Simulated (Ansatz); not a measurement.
Geometry optimisation, RKS B3LYP-D4/def2-SVP (Ansatz).

Input:

```yaml
crystal:
  periodic: [false, false, false]
  atoms:
    - { symbol: B, position_ang: [0.022227, -0.378188, -0.393443] }
    - { symbol: F, position_ang: [0.013291, -0.026255, 2.094969] }
    - { symbol: H, position_ang: [1.056717, 0.158193, -0.684446] }
    - { symbol: H, position_ang: [-1.039315, 0.123952, -0.645892] }
    - { symbol: H, position_ang: [0.052669, -1.487859, 0.061018] }
    - { symbol: H, position_ang: [0.00581, -0.915743, 1.831993] }
basis:
  gaussian: { orbitals: def2-SVP }
hamiltonian:
  xc: b3lyp
  dispersion: d4
relax:
  f_tol: 0.03
  max_steps: 50
```

Launched with:

```bash
$ ansatz run input.yaml --threads 1 --pin off --max-ram 2048MiB --backend cpu --events-out ev --progress --plain --runs-dir out
```

Question: Where does it end, and by what steps?

Answer: It converged. After 8 steps the energy has fallen by 0.105 eV; F2 moved furthest, 0.41 Å.

| step | energy less start (eV) | largest force component (eV/Å) | accepted |
| --- | --- | --- | --- |
| 0 | 0.0000 | 0.300 | yes |
| 1 | -0.0269 | 1.288 | yes |
| 2 | -0.0378 | 1.508 | yes |
| 3 | -0.0247 | 0.812 | no |
| 4 | -0.0975 | 0.297 | yes |
| 5 | -0.1022 | 0.051 | yes |
| 6 | -0.1038 | 0.057 | yes |
| 7 | -0.1050 | 0.097 | yes |
| 8 | -0.1052 | 0.022 | yes |

```xyz
6
Properties=species:S:1:pos:R:3
B 0.018 -0.375 -0.251
F 0.010 -0.005 1.683
H 1.050 0.180 -0.532
H -1.033 0.142 -0.533
H 0.040 -1.574 -0.071
H 0.027 -0.893 1.968
```

Whether the end is a true minimum wasn't checked by a vibrational analysis.

Time of the run: 10 s on 1 thread of Intel(R) Xeon(R) Platinum 8259CL CPU @ 2.50GHz (Skylake/Cascade Lake), on a shared host, peak memory 0.12 GiB.
